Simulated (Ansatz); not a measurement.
**C₃H₃F: vertical ionisation energy**

An exercise on one series of results from a longer session: the logs are not shown, and one member is left open.

Program: Ansatz 0.2.0, Gaussian basis. Level of theory: unrestricted cation, the program's frozen cores in correlated methods. These are calculated values, not measurements.

Plan: UKS PBE-D4/def2-TZVPP; UKS r2SCAN-D4/def2-TZVPP; UKS PBE0-D4/def2-TZVPP; UKS B3LYP-D4/def2-TZVPP; UKS wB97X-V/def2-TZVPP; UKS wB97M-V/def2-TZVPP; UKS B2PLYP/def2-TZVPP; UHF-CCSD(T)/def2-TZVPP; UHF-MP2/def2-QZVPP; extrapolation to the limit; then −ε(HOMO) from the neutral's earlier runs with LDA (SPW92), PBE-D4, revPBE-D4, BLYP-D4, r2SCAN-D4, B97M-V, PBE0-D4, B3LYP-D4, r2SCANh-D4, r2SCAN0-D4, HSE06-D4, BHLYP-D4, CAM-B3LYP-D4, LC-ωPBE, ωB97X-V, ωB97M-V.

## Structure used throughout

All runs share one geometry, relaxed beforehand with PBE0-D4 in a triple-zeta def2 set.

SMILES `C=C=CF`, 7 atoms, charge 0, spin multiplicity 1.

Atoms are counted from 1 here; the program's logs count them from 0.

Bond lengths: C1–C2 1.299 Å, C1–H5 1.086 Å, C1–H6 1.086 Å, C2–C3 1.299 Å, C3–F4 1.343 Å, C3–H7 1.083 Å. Angles: C2–C1–H5 121.4°, C2–C1–H6 121.4°, H5–C1–H6 117.2°, C1–C2–C3 177.9°, C2–C3–F4 122.6°, C2–C3–H7 124.4°, F4–C3–H7 113.0°.

The first run:

in.yaml

```yaml
crystal:
  periodic: [false, false, false]
  atoms:
    - {symbol: C, position_ang: [-0.891666, 0.967471, 0.011951]}
    - {symbol: C, position_ang: [-0.009169, 0.014465, 0.000682]}
    - {symbol: C, position_ang: [0.888232, -0.924463, 0.032207]}
    - {symbol: F, position_ang: [1.051708, -1.802283, -0.971473]}
    - {symbol: H, position_ang: [-1.888572, 0.810574, 0.414026]}
    - {symbol: H, position_ang: [-0.665622, 1.952493, -0.386472]}
    - {symbol: H, position_ang: [1.576290, -1.086258, 0.853380]}
basis:
  gaussian: {orbitals: def2-TZVPP}
total_charge: 1
magnetization: {spin_polarized: true, initial_magnetization: 1}
hamiltonian: {xc: pbe, dispersion: d4}
```

Launch:

```console
$ ansatz run in.yaml --threads 2 --pin off --events-out ev --progress --plain --max-ram 4352MiB
```

Steps of the session up to this table: Cation, UKS PBE-D4/def2-TZVPP; Cation, UKS r2SCAN-D4/def2-TZVPP; Cation, UKS PBE0-D4/def2-TZVPP; Cation, UKS B3LYP-D4/def2-TZVPP; Cation, UKS wB97X-V/def2-TZVPP; Cation, UKS wB97M-V/def2-TZVPP; Cation, UKS B2PLYP (frozen core)/def2-TZVPP; Cation, UHF-CCSD(T)/def2-TZVPP; Cation, UHF-MP2/def2-QZVPP.

One table of the session follows, with a row left open; its other results are not shown here.

For comparison, −ε(HOMO) of the neutral from earlier runs:

| functional | −ε(HOMO) (eV) |
| --- | --- |
| LDA (SPW92) | 6.37 |
| PBE-D4 | 6.21 |
| revPBE-D4 | 6.15 |
| BLYP-D4 | 6.09 |
| r2SCAN-D4 | 6.43 |
| B97M-V | 6.48 |
| PBE0-D4 | 7.49 |
| B3LYP-D4 | 7.28 |
| r2SCANh-D4 | 6.91 |
| r2SCAN0-D4 | 7.64 |
| HSE06-D4 | 7.08 |
| BHLYP-D4 | 8.64 |
| CAM-B3LYP-D4 | 8.87 |
| LC-ωPBE | ? |
| ωB97X-V | 9.84 |
| ωB97M-V | 9.73 |

Estimate the missing values for LC-ωPBE.

**Answer.** −ε(HOMO) (eV): 10.22. In the column «−ε(HOMO) (eV)» it is the highest.
